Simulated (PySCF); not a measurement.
# The bond of NaF, level by level

The task here is to estimate one member of a computed series from the others.

The runs use PySCF 2.14.0; Na def2-SVPD, F def2-SVPD, no relativity.

The first run:

The job is set up so:

| Quantity | Value |
| --- | --- |
| atoms | Na, F |
| charge | 0 |
| basis | Na def2-SVPD, F def2-SVPD |
| Hamiltonian | no relativity |
| basis functions | 41 |
| electrons treated | 20 |
| masses in u | 22.9898, 18.9984 |
| levels | PBE0, PBE, r²SCAN, B97-3, B2PLYP, r²SCAN0, HF, MP2, SCS-MP2, CCSD, CCSD(T) |
| grid | 80 radial by 434 angular points |
| occupations | held fixed by the projection of orbital angular momentum |
| dissociation limit | Na + F, each in its ground configuration |
| starting distance in angstrom | 2.190 |
| values of 2S to try | 0, 2 |

Run with:

```sh
OMP_NUM_THREADS=1 python dia.py task.json out
```

Among the steps run: The job; First curve: PBE0; Excited determinants; PBE (GGA); r²SCAN (meta-GGA); B97-3; B2PLYP (double hybrid); r²SCAN0; RHF; Adding correlation.

One of the session's tables, all rows but one given; the rest of the session is left out.

Differences from CCSD(T) in the same basis:

| level | Re (mÅ) | ωe (%) |
| --- | --- | --- |
| RHF | -22 | +5.5 |
| RHF-MP2 | +5 | -0.8 |
| RHF-SCS-MP2 | +3 | -0.3 |
| RHF-CCSD | -4 | +1.1 |
| PBE | +2 | -1.6 |
| r²SCAN | -13 | +1.6 |
| PBE0 | ? | ? |
| r²SCAN0 | -24 | +4.2 |
| B97-3 | -10 | +2.0 |
| B2PLYP | -9 | +1.3 |

**Question.** Estimate the row for PBE0.

The run gave: Re (mÅ): -16; ωe (%): +2.5. In the column «Re (mÅ)» it lies between RHF (-22) and r²SCAN (-13).
